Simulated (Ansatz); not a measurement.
# CH3B+ (quartet): wave-function methods side by side, def2-QZVPP

The task here is to estimate one member of a computed series from the others.

Method: def2-QZVPP, core rule «outside noble gas», up to 2 orbitals frozen; program: Ansatz 0.2.0, Gaussian basis.

To be run: UHF; ROHF; CCSD(T) on UHF.

2 further runs of the same task are left out: 2 set aside as unsound or not needed.

## The geometry

The geometry is a PBE0/def2-TZVP stationary point (not a proven minimum) of the parent state, kept for this charge and spin.

5 atoms, charge 1, spin multiplicity 4.

Atoms are counted from 1 here; the program's logs count them from 0.

Bond lengths: B1–C2 1.496 Å, B1–H3 1.202 Å, B1–H4 1.196 Å, C2–H5 1.082 Å. Angles: C2–B1–H3 119.8°, C2–B1–H4 120.9°, H3–B1–H4 119.3°, B1–C2–H5 144.8°.

Set-up of the first run:

in.yaml reads:

```yaml
crystal:
  periodic: [false, false, false]
  atoms:
    - {symbol: B, position_ang: [0.000000, 0.050359, 0.739783]}
    - {symbol: C, position_ang: [0.000000, -0.101482, -0.748988]}
    - {symbol: H, position_ang: [0.000000, 1.148901, 1.227395]}
    - {symbol: H, position_ang: [0.000000, -0.908685, 1.455152]}
    - {symbol: H, position_ang: [0.000000, 0.428910, -1.692336]}
basis:
  gaussian: {orbitals: "def2-QZVPP.json"}
total_charge: 1
magnetization: {spin_polarized: true, initial_magnetization: 3}
hamiltonian: {xc: hf}
output: {orbitals: {seedname: orbitals}}
```

On the command line:

```
$ ansatz run in.yaml --threads 1 --pin off --events-out ev --progress --plain --max-ram 2393MiB
```

Among the steps run: UHF; ROHF; CCSD(T) on UHF.

One table of the session follows, with a row left open; its other results are not shown here.

```
  method  from UCCSD(T) (kJ/mol)
    ROHF                  +630.0
     UHF                  +603.7
    UMP2                       ?
   UCCSD                   +20.5
UCCSD(T)                       0
```

**Question.** Estimate the row for UMP2.

The run gave: from UCCSD(T) (kJ/mol): +99.7. In the column «from UCCSD(T) (kJ/mol)» it lies between UCCSD (+20.5) and UHF (+603.7).
